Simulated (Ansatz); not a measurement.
One element changed: vertical ionisation energies of BNC, BNSi

Ansatz 0.2.0, basis cc-pVDZ; geometries are PBE0/def2-TZVP minima. Wave-function levels freeze the cores; HF, MP2 and coupled cluster are restricted for singlets and unrestricted otherwise. The reference is CCSDT(Q) (coupled cluster only where its series has nearly closed). An error is the level's value less the reference. None of these values is a measured one. Energies are electronic, without zero-point terms. The set is small: such energies can lie up to about 0.3 eV from the limit, spin gaps mostly less, so near ties and functionals' places can change in larger sets. No spin–orbit coupling and no scalar relativity. The species are chosen: bound, without strong static correlation by their natural occupations or amplitudes, in their lowest spin state as far as vertical gaps and like structures tell, with only the lowest ion state computed, and with a ladder that closes on the reference, so errors are smaller than for species at large; levels whose determinant breaks symmetry or spin markedly are left out.

```json
{"species": "BNC, singlet", "bonds (Å)": "C–N 1.183, B–N 1.415, angle at N 180°", "quantity": "vertical ionisation to the doublet", "symmetry of the states": "Σ⁺ / Σ⁺", "reference": "CCSDT(Q)", "value (eV)": "10.235", "error HF": "-1.121", "error MP2": "-0.242", "error CCSD": "0.021", "error CCSD(T)": "0.019", "error CCSDT": "0.006"}
{"species": "BNSi, singlet", "bonds (Å)": "B–N 1.366, N–Si 1.578, angle at N 180°", "quantity": "vertical ionisation to the doublet", "symmetry of the states": "Σ⁺ / Σ⁺", "reference": "CCSDT(Q)", "value (eV)": "7.987", "error HF": "-1.115", "error MP2": "-0.247", "error CCSD": "-0.051", "error CCSD(T)": "-0.001", "error CCSDT": "-0.007"}
```

The reference falls from C to Si, by 2.248 eV in all.
